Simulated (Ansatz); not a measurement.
Calculation: frozen-core CCSD(T)/cc-pVTZ // PBE0-D4/def2-TZVP in Ansatz (a first-principles code).

Ansatz 0.2 input:
```yaml
crystal:
  periodic: [false, false, false]
  atoms:
    - { symbol: Cl, position_ang: [-0.862711, 1.507737, -0.000031] }
    - { symbol: B, position_ang: [-0.000013, -0.000087, 0.000161] }
    - { symbol: Cl, position_ang: [-0.874378, -1.500998, -0.000778] }
    - { symbol: Cl, position_ang: [1.737099, -0.006652, 0.000649] }
basis:
  gaussian: { orbitals: cc-pVTZ }
correlation:
  method: ccsd_t
```

Output:

```
Functional definition: HF
794 factors; integrals over basis functions are off by at most 1.3e-3 eV
mean field evaluation 1: about -38186.0031 eV, gradient 1.9e1 eV
mean field evaluation 2: about -38186.3972 eV, gradient 2.1e1 eV
mean field evaluation 4: about -38187.7452 eV, gradient 2.2e0 eV
mean field evaluation 8: about -38187.7861 eV, gradient 9.4e-2 eV
mean field evaluation 16: about -38186.8615 eV, gradient 1.1e1 eV
mean field -38187.78620670 eV, -1403.3752584851 hartree, gradient 8.5e-6 eV, S^2 0.000000; 0 other end points of the search recorded, 0 dependent functions left out
16 core orbitals not correlated
reference -38187.78620670 eV, -1403.3752584851 hartree; 12, 12 occupied and 104, 104 virtual orbitals, 794 factors
second order -17.91967136 eV of doubles, -0.00000000 eV of singles
cycle   1  -18.64589265 eV  change   -7.3e-1 eV  update   8.6e-2
cycle   2  -19.01813559 eV  change   -3.7e-1 eV  update   2.3e-2
cycle   3  -19.10035550 eV  change   -8.2e-2 eV  update   1.3e-2
cycle   4  -19.09063165 eV  change    9.7e-3 eV  update   3.5e-3
cycle   5  -19.08959182 eV  change    1.0e-3 eV  update   1.3e-3
cycle   6  -19.08948349 eV  change    1.1e-4 eV  update   2.9e-4
cycle   7  -19.08945219 eV  change    3.1e-5 eV  update   7.7e-5
cycle   8  -19.08948613 eV  change   -3.4e-5 eV  update   1.8e-5
cycle   9  -19.08948719 eV  change   -1.1e-6 eV  update   4.7e-6
perturbative correction -0.86312464 eV, -0.0317192456 hartree
Total energy: -38207.73881853 eV, -1404.1085034455 hartree
```

Cost: roughly 26 core-seconds.
